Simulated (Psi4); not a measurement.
# BH3 (borane): wB97X-V/def2-TZVPPD

Aim: the energy change on altering one bond length of BH3 (borane) at wB97X-V/def2-TZVPPD, from 2 runs. 

Program for the calculation: Psi4 1.11.

2 further runs of the same task are left out: 2 set aside as unsound or not needed.

## Step 1: The system as given

The species is BH3 (4 atoms), meant as a singlet with charge 0. As SMILES, `B`. Geometry: relaxed at PBE0-D4/def2-TZVP.

Bond lengths: B1–H2 1.193 Å, B1–H3 1.193 Å, B1–H4 1.193 Å. Angles: H2–B1–H3 120.0°, H2–B1–H4 120.0°, H3–B1–H4 120.0°.

## Step 2: A single-point energy at wB97X-V/def2-TZVPPD

File run.py:

```python
import psi4

psi4.set_memory(1600000000)
psi4.set_num_threads(1)
psi4.set_output_file('bh3.out', False)

geom = psi4.geometry("""
B      0.013900    -0.015100    -0.005100
H      0.982200     0.381700     0.568800
H     -0.276200    -1.171800     0.043000
H     -0.664400     0.744900    -0.626900
units angstrom
symmetry c1
""")

options = {'basis': 'def2-TZVPPD', 'reference': 'rks', 'puream': True, 'e_convergence': 1e-09, 'd_convergence': 1e-08, 'scf_type': 'pk', 'dft_radial_points': 99, 'dft_spherical_points': 590}
psi4.set_options(options)

e_tot = psi4.energy('wb97x-v')
print(f'wb97x-v energy: {e_tot:.10f} Eh')
```

The run is started by

```
python run.py
```

bh3.out:

```text
[...]
  Running in c1 symmetry.
[...]
  Nuclear repulsion =    7.418838234776623
[...]
  Multiplicity = 1
[...]
  Nalpha       = 4
  Nbeta        = 4
[...]
    Number of basis functions: 88
[...]
   @RKS iter   1:   -26.59472341612941   -6.72500e-01   1.54296e-03 ADIIS/DIIS
[...]
   @RKS iter   8:   -26.60584762058693   -2.12097e-12   8.09075e-10 DIIS
[...]
    Orbital Energies [Eh]
    ---------------------
    Doubly Occupied:
       1A     -6.863530     2A     -0.636552     3A     -0.459247
       4A     -0.459238
[...]
  @RKS Final Energy:   -26.60584762058693
   => Energetics <=
    Nuclear Repulsion Energy =              7.4188382347766231
    One-Electron Energy =                 -49.0667204680180191
    Two-Electron Energy =                  18.3299810836017798
    DFT Exchange-Correlation Energy =      -3.3217949228767387
    Empirical Dispersion Energy =           0.0000000000000000
    VV10 Nonlocal Energy =                  0.0338484519294226
    Total Energy =                        -26.6058476205869319
[...]
 Multipole Moments:
 ------------------------------------------------------------------------------------
     Multipole            Electronic (a.u.)      Nuclear  (a.u.)        Total (a.u.)
 ------------------------------------------------------------------------------------
 L = 1.  Multiply by 2.5417464519 to convert [e a0] to [Debye]
 Dipole X            :          0.0001036           -0.0000804            0.0000232
 Dipole Y            :         -0.0000886            0.0000804           -0.0000082
 Dipole Z            :         -0.0002238            0.0001608           -0.0000630
 Magnitude           :                                                    0.0000677
[...]
```

On the terminal:

```text
wb97x-v energy: -26.6058476206 Eh
```

Run time: 59 s. Hardware: 1 thread of Intel Xeon Platinum 8259CL at 2.50GHz (Skylake/Cascade Lake), shared host; peak memory 0.96 GiB.

## Step 3: The distorted shape at the same level

File input.json:

```json
{
  "schema_name": "qcschema_input",
  "schema_version": 1,
  "molecule": {
    "schema_name": "qcschema_molecule",
    "schema_version": 2,
    "symbols": ["B", "H", "H", "H"],
    "geometry": [0.30035307, 1.06431454, -0.05508174, 2.13017488, 1.81415787, 1.02943209, -0.52194236, -2.21438107, 0.08125822, -0.98144816, 2.5005064, -1.23011344],
    "molecular_charge": 0,
    "molecular_multiplicity": 1,
    "fix_symmetry": "c1"
  },
  "driver": "energy",
  "model": {
    "method": "wb97x-v",
    "basis": "def2-TZVPPD"
  },
  "keywords": {
    "puream": true,
    "e_convergence": 1e-09,
    "d_convergence": 1e-08,
    "scf_type": "pk",
    "dft_radial_points": 99,
    "dft_spherical_points": 590
  }
}
```

The run is started by

```
psi4 --qcschema input.json -n 1 --memory 1600MB
```

stdout:

```text
[...]
  Running in c1 symmetry.
[...]
  Nuclear repulsion =    6.574802649345302
[...]
  Multiplicity = 1
[...]
  Nalpha       = 4
  Nbeta        = 4
[...]
    Number of basis functions: 88
[...]
   @RKS iter   1:   -26.52753855072091   -7.21494e-01   1.23094e-03 DIIS/ADIIS
[...]
   @RKS iter   8:   -26.53657411614636   -1.79980e-11   4.70467e-09 DIIS
[...]
    Orbital Energies [Eh]
    ---------------------
    Doubly Occupied:
       1A     -6.922087     2A     -0.632741     3A     -0.479259
       4A     -0.395416
[...]
  @RKS Final Energy:   -26.53657411614636
   => Energetics <=
    Nuclear Repulsion Energy =              6.5748026493453020
    One-Electron Energy =                 -47.2743415863717402
    Two-Electron Energy =                  17.3613930359640705
    DFT Exchange-Correlation Energy =      -3.2322025633106550
    Empirical Dispersion Energy =           0.0000000000000000
    VV10 Nonlocal Energy =                  0.0337743482266654
    Total Energy =                        -26.5365741161463582
[...]
 Multipole Moments:
 ------------------------------------------------------------------------------------
     Multipole            Electronic (a.u.)      Nuclear  (a.u.)        Total (a.u.)
 ------------------------------------------------------------------------------------
 L = 1.  Multiply by 2.5417464519 to convert [e a0] to [Debye]
 Dipole X            :          0.2121117           -0.1166889            0.0954228
 Dipole Y            :          0.8452914           -0.4648672            0.3804241
 Dipole Z            :         -0.0353546            0.0194948           -0.0158599
 Magnitude           :                                                    0.3925297
[...]
```

The result, in JSON:

```text
{
 "driver": "energy",
 "model": {
  "method": "wb97x-v",
  "basis": "def2-TZVPPD"
 },
 "success": true,
 "return_result": -26.536574116146358,
 "properties": {
  "calcinfo_nbasis": 88,
  "calcinfo_nmo": 88,
  "calcinfo_nalpha": 4,
  "calcinfo_nbeta": 4,
  "calcinfo_natom": 4,
  "nuclear_repulsion_energy": 6.574802649345302,
  "return_energy": -26.536574116146358,
  "scf_one_electron_energy": -47.27434158637174,
  "scf_two_electron_energy": 17.36139303596407,
  "scf_vv10_energy": 0.03377434822666543,
  "scf_xc_energy": -3.232202563310655,
  "scf_dipole_moment": [0.09542279689861141, 0.38042414618470344, -0.015859855234877804],
  "scf_total_energy": -26.536574116146358,
  "scf_iterations": 8
 }
}
```

Run time: 53 s. Hardware: 1 thread of Intel Xeon Platinum 8259CL at 2.50GHz (Skylake/Cascade Lake), shared host; peak memory 0.95 GiB.

## Step 4: Summary of results

At wB97X-V/def2-TZVPPD:

| quantity | value |
| --- | --- |
| first shape: total energy | -26.60585 Eh |
| first shape: dipole moment | 0.00 D |
| first shape: HOMO energy | -12.50 eV |
| first shape: LUMO energy | 0.29 eV |
| first shape: HOMO–LUMO gap | 12.79 eV |
| distorted shape: total energy | -26.53657 Eh |
| distorted shape: dipole moment | 1.00 D |
| distorted shape: HOMO energy | -10.76 eV |
| distorted shape: LUMO energy | -0.02 eV |
| distorted shape: HOMO–LUMO gap | 10.74 eV |
| energy change with the B1–H3 bond stretched from 1.193 to 1.790 Å | 1.885 eV |

What this shows: With the B1–H3 bond stretched from 1.193 to 1.790 Å the energy rises by 1.89 eV (43 kcal/mol). The first shape isn't relaxed at this level, so the change isn't measured from a minimum.
